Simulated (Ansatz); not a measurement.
We consider trigonal Se, described by G0W0@PBEsol in Ansatz (hard PAW, contour deformation).

The same calculation (at the measured cell, 27.100 Å³/atom) with different numerical settings; throughout: k mesh 3×3×2:

```tsv
run	response cutoff (eV)	empty bands	quasiparticle gap on the mesh (eV)	quasiparticle gap at Γ (eV)	rough time
1	100	339	1.815	3.159	100 core-s
2	150	623	1.825	3.159	6 core-min
3	200	959	1.826	3.157	10 core-min
4	250	1341	1.826	3.155	30 core-min
5	300	1762	1.825	3.153	70 core-min
```

In the column quasiparticle gap on the mesh (eV) the first row differs from the last by -0.010 and the next to last by +0.001.

The last row is no converged limit: other settings stay fixed.

Spin–orbit coupling is not included.

Ansatz is a first-principles code.
